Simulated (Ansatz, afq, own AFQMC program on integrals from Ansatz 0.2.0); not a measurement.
## Where AFQMC and coupled cluster stand for GeO⁺, doublet

```xyz
2

Ge    0.0000    0.0000    0.0000
O     0.0000    0.0000    1.8504
```

Basis cc-pVDZ. Only valence electrons are correlated. AFQMC by an in-house program on the Cholesky factors that Ansatz 0.2.0 writes for its CCSD(T) run. ph-AFQMC/CISD is guided by a CISD state made of CCSD amplitudes; releasing the constraint for a short imaginary time cuts its bias at the price of noise, slowly where states lie close. Error bars are statistical, one sigma. No spin–orbit coupling.

Determinant: UHF, the one that the program's search chose, which needn't be the lowest solution. The geometry is a PBE0/def2-TZVP stationary point of this or a neighbouring charge and spin state.

No full CI on the walks' own integrals is used here; CCSDTQ serves as the reference and is uncertain by about the last step of the cluster series.

Cautions: no relativity below Rb; no spin-orbit coupling; inner d shell frozen.

* T1 diagnostic: 0.0316
* weight of the determinant in the CISD state: 0.888
* ⟨S²⟩ of the determinant: 0.765
* size of the correlated space: 9 electrons in 26 orbitals

Reference: CCSDTQ, correlation energy -6.252 eV. The released energy is read at 2.40 1/Eh (meV from the phaseless value at times in 1/Eh: -8 ± 3 at 0.24, -16 ± 3 at 0.51, -22 ± 3 at 0.99, -25.9 ± 2.1 at 1.62, -18 ± 4 at 2.40).

| level | E − E(reference) (kJ/mol) | share of correlation (%) |
| --- | --- | --- |
| HF | 603.3 | 0.00 |
| MP2 | 84.6 | 85.97 |
| CCSD | 23.4 | 96.11 |
| CCSD(T) | 5.1 | 99.16 |
| CCSDT | 1.8 | 99.70 |
| CCSDT(Q) | -0.6 | 100.10 |
| ph-AFQMC/CISD | 2.6 ± 0.5 | 99.57 |
| released AFQMC | 0.8 ± 0.3 | 99.86 |

CCSDT and higher add their correlation energy to the determinant of the CCSD(T) run, since their own runs factorise the integrals more tightly (a shift of under 2 meV). A walk keeps the symmetry of its determinant, which the program's search chose and which needn't be the lowest solution, so a lower state of the same spin and another symmetry isn't excluded. Released energies are given only where the last usable release times agree within the noise; a slower fall can still hide under it.
